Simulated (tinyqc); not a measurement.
Worked calculation: UHF in the sto-6g basis, for OH+, spin multiplicity 3. One step of it, computed by the program tinyqc.

Task: Iteration 1: building the Fock matrix. J_ij = sum D_kl (ij|kl) with D = D(alpha) + D(beta), K_ij = sum D_kl (ik|jl) for each spin; F = H + J - K(s); E = tr D H + tr D J / 2 - 0.5 sum_s tr D(s) K(s) + E_nn.

D(alpha) at the start:
```
            1O 1s      1O 2s    1O 2px    1O 2py     1O 2pz      2H 1s
1O 1s    1.191194  -0.273965  0.000000  0.000000   0.002365  -0.006878
1O 2s   -0.273965   1.185021  0.000000  0.000000  -0.012376   0.033113
1O 2px   0.000000   0.000000  0.727752  0.000000   0.000000   0.000000
1O 2py   0.000000   0.000000  0.000000  0.727752   0.000000   0.000000
1O 2pz   0.002365  -0.012376  0.000000  0.000000   0.708039   0.070194
2H 1s   -0.006878   0.033113  0.000000  0.000000   0.070194   0.556037
```

D(beta) at the start:
```
            1O 1s      1O 2s    1O 2px    1O 2py     1O 2pz      2H 1s
1O 1s    0.714717  -0.164379  0.000000  0.000000   0.001419  -0.004127
1O 2s   -0.164379   0.711013  0.000000  0.000000  -0.007425   0.019868
1O 2px   0.000000   0.000000  0.436651  0.000000   0.000000   0.000000
1O 2py   0.000000   0.000000  0.000000  0.436651   0.000000   0.000000
1O 2pz   0.001419  -0.007425  0.000000  0.000000   0.424823   0.042117
2H 1s   -0.004127   0.019868  0.000000  0.000000   0.042117   0.333622
```

core Hamiltonian H = T + V (hartree):
```
             1O 1s      1O 2s     1O 2px     1O 2py     1O 2pz      2H 1s
1O 1s   -32.248370  -7.120637   0.000000   0.000000  -0.005409  -0.332164
1O 2s    -7.120637  -8.474935   0.000000   0.000000  -0.064497  -0.933327
1O 2px    0.000000   0.000000  -6.776426   0.000000   0.000000   0.000000
1O 2py    0.000000   0.000000   0.000000  -6.776426   0.000000   0.000000
1O 2pz   -0.005409  -0.064497   0.000000   0.000000  -6.804685  -0.788719
2H 1s    -0.332164  -0.933327   0.000000   0.000000  -0.788719  -3.004048
```

Two-electron integrals (ij|kl) in chemists' order, unique and non-zero (hartree):
```
(11|11) 4.787491   (21|11) 0.675884   (21|21) 0.121505   (22|11) 1.117379
(22|21) 0.249212   (22|22) 0.817383   (31|31) 0.025762   (32|31) 0.039145
(32|32) 0.180664   (33|11) 1.117381   (33|21) 0.249212   (33|22) 0.817382
(33|33) 0.880663   (41|41) 0.025762   (42|41) 0.039145   (42|42) 0.180664
(43|43) 0.047461   (44|11) 1.117381   (44|21) 0.249212   (44|22) 0.817382
(44|33) 0.785741   (44|44) 0.880663   (51|51) 0.025762   (52|51) 0.039145
(52|52) 0.180664   (53|53) 0.047461   (54|54) 0.047461   (55|11) 1.117381
(55|21) 0.249212   (55|22) 0.817382   (55|33) 0.785741   (55|44) 0.785741
(55|55) 0.880663   (61|11) 0.033164   (61|21) 0.005726   (61|22) 0.011529
(61|33) 0.011506   (61|44) 0.011506   (61|51) 0.000281   (61|52) 0.000556
(61|55) 0.011574   (61|61) 0.000275   (62|11) 0.104300   (62|21) 0.023705
(62|22) 0.089281   (62|33) 0.087734   (62|44) 0.087734   (62|51) 0.001888
(62|52) 0.015391   (62|55) 0.092375   (62|61) 0.001128   (62|62) 0.013806
(63|31) 0.002293   (63|32) 0.013939   (63|53) 0.003000   (63|63) 0.001675
(64|41) 0.002293   (64|42) 0.013939   (64|54) 0.003000   (64|64) 0.001675
(65|11) 0.087160   (65|21) 0.020042   (65|22) 0.080197   (65|33) 0.077013
(65|44) 0.077013   (65|51) 0.003575   (65|52) 0.026020   (65|55) 0.086564
(65|61) 0.000986   (65|62) 0.015022   (65|65) 0.017741   (66|11) 0.316599
(66|21) 0.073160   (66|22) 0.315155   (66|33) 0.306820   (66|44) 0.306820
(66|51) 0.005309   (66|52) 0.061775   (66|55) 0.331827   (66|61) 0.003481
(66|62) 0.070672   (66|65) 0.086677   (66|66) 0.774999
```

nuclear repulsion = 2.53802020 hartree

Give: Coulomb J; exchange K(alpha); exchange K(beta); F(alpha); F(beta); total energy of this density.

Result:

Coulomb J (hartree):
```
          1O 1s   1O 2s  1O 2px  1O 2py  1O 2pz   2H 1s
1O 1s   14.8301  2.5888  0.0000  0.0000  0.0044  0.1234
1O 2s    2.5888  6.5980  0.0000  0.0000  0.0556  0.7233
1O 2px   0.0000  0.0000  6.5907  0.0000  0.0000  0.0000
1O 2py   0.0000  0.0000  0.0000  6.5907  0.0000  0.0000
1O 2pz   0.0044  0.0556  0.0000  0.0000  6.6126  0.6597
2H 1s    0.1234  0.7233  0.0000  0.0000  0.6597  2.9412
```

exchange K(alpha) (hartree):
```
         1O 1s   1O 2s  1O 2px  1O 2py  1O 2pz   2H 1s
1O 1s   5.5323  0.8469  0.0000  0.0000  0.0008  0.0459
1O 2s   0.8469  1.3831  0.0000  0.0000  0.0080  0.1956
1O 2px  0.0000  0.0000  0.9346  0.0000  0.0000  0.0000
1O 2py  0.0000  0.0000  0.0000  0.9346  0.0000  0.0000
1O 2pz  0.0008  0.0080  0.0000  0.0000  0.9396  0.1574
2H 1s   0.0459  0.1956  0.0000  0.0000  0.1574  0.4784
```

exchange K(beta) (hartree):
```
         1O 1s   1O 2s  1O 2px  1O 2py  1O 2pz   2H 1s
1O 1s   3.3194  0.5082  0.0000  0.0000  0.0005  0.0275
1O 2s   0.5082  0.8299  0.0000  0.0000  0.0048  0.1174
1O 2px  0.0000  0.0000  0.5608  0.0000  0.0000  0.0000
1O 2py  0.0000  0.0000  0.0000  0.5608  0.0000  0.0000
1O 2pz  0.0005  0.0048  0.0000  0.0000  0.5638  0.0944
2H 1s   0.0275  0.1174  0.0000  0.0000  0.0944  0.2871
```

F(alpha) (hartree):
```
           1O 1s    1O 2s   1O 2px   1O 2py   1O 2pz    2H 1s
1O 1s   -22.9506  -5.3787   0.0000   0.0000  -0.0019  -0.2547
1O 2s    -5.3787  -3.2600   0.0000   0.0000  -0.0169  -0.4056
1O 2px    0.0000   0.0000  -1.1203   0.0000   0.0000   0.0000
1O 2py    0.0000   0.0000   0.0000  -1.1203   0.0000   0.0000
1O 2pz   -0.0019  -0.0169   0.0000   0.0000  -1.1317  -0.2864
2H 1s    -0.2547  -0.4056   0.0000   0.0000  -0.2864  -0.5413
```

F(beta) (hartree):
```
           1O 1s    1O 2s   1O 2px   1O 2py   1O 2pz    2H 1s
1O 1s   -20.7376  -5.0400   0.0000   0.0000  -0.0015  -0.2363
1O 2s    -5.0400  -2.7068   0.0000   0.0000  -0.0137  -0.3274
1O 2px    0.0000   0.0000  -0.7465   0.0000   0.0000   0.0000
1O 2py    0.0000   0.0000   0.0000  -0.7465   0.0000   0.0000
1O 2pz   -0.0015  -0.0137   0.0000   0.0000  -0.7558  -0.2235
2H 1s    -0.2363  -0.3274   0.0000   0.0000  -0.2235  -0.3499
```

total energy of this density = -69.950180 hartree

This density is the starting one; it is not idempotent, so its energy is not variational and may lie below the converged one.
